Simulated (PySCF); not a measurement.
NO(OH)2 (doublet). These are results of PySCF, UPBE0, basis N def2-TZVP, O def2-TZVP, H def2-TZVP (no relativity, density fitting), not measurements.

Harmonic bands of its minimum:

```json
{"ω (cm⁻¹)": "192", "IR (km/mol)": "101"}
{"ω (cm⁻¹)": "290", "IR (km/mol)": "142"}
{"ω (cm⁻¹)": "504", "IR (km/mol)": "9.2"}
{"ω (cm⁻¹)": "536", "IR (km/mol)": "6.8"}
{"ω (cm⁻¹)": "659", "IR (km/mol)": "2.7"}
{"ω (cm⁻¹)": "805", "IR (km/mol)": "120"}
{"ω (cm⁻¹)": "954", "IR (km/mol)": "239"}
{"ω (cm⁻¹)": "1309", "IR (km/mol)": "99.8"}
{"ω (cm⁻¹)": "1373", "IR (km/mol)": "92.1"}
{"ω (cm⁻¹)": "1592", "IR (km/mol)": "158"}
{"ω (cm⁻¹)": "3795", "IR (km/mol)": "123"}
{"ω (cm⁻¹)": "3798", "IR (km/mol)": "45.9"}
```

Q: The central atom is N. Infer the point group and assign the bands.

A: C1. The modes span 12a: 192 a, 290 a, 504 a, 536 a, 659 a, 805 a, 954 a, 1309 a, 1373 a, 1592 a, 3795 a, 3798 a. The computed geometry has N–O 1.208 Å, N–O 1.389 Å, N–O 1.430 Å, O–H 0.967 Å (×2); H–O–N 102.1°, H–O–N 104.0°, O–N–O 105.7°, O–N–O 116.6°, O–N–O 118.3°.

This need not be the most stable arrangement of these atoms.
